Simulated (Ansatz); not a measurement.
**Changing the shape of OH (charge -1), singlet**

Program: Ansatz, Gaussian basis, development build. Basis cc-pVDZ, nonrelativistic, 1 orbital frozen in the corrections; active space CAS(8,5). Restricted Hartree–Fock, then the lowest state-specific CASSCF solution met for each case. On stretched bonds single-reference methods can fail or change state. Unlike active orbitals can shift such differences by tenths of an eV, at times by over 1 eV.

Case A: bond length 0.9022 Å.

Case B: bond length 0.9806 Å.

Case C: bond length 1.0591 Å.

Energy less that of case A, in eV:

```json
{"case": "B", "RHF/ROHF": "-0.098", "CASSCF": "-0.198"}
{"case": "C", "RHF/ROHF": "+0.068", "CASSCF": "-0.144"}
```

**Question.** What does SC-NEVPT2 give for these differences?

**Answer.** B: -0.191 eV (-4.4 kcal/mol); C: -0.101 eV (-2.3 kcal/mol).

**Question.** Which case is lowest, and do the methods agree?

**Answer.** B is lowest in SC-NEVPT2. Of the methods shown, RHF/ROHF, CASSCF agree.
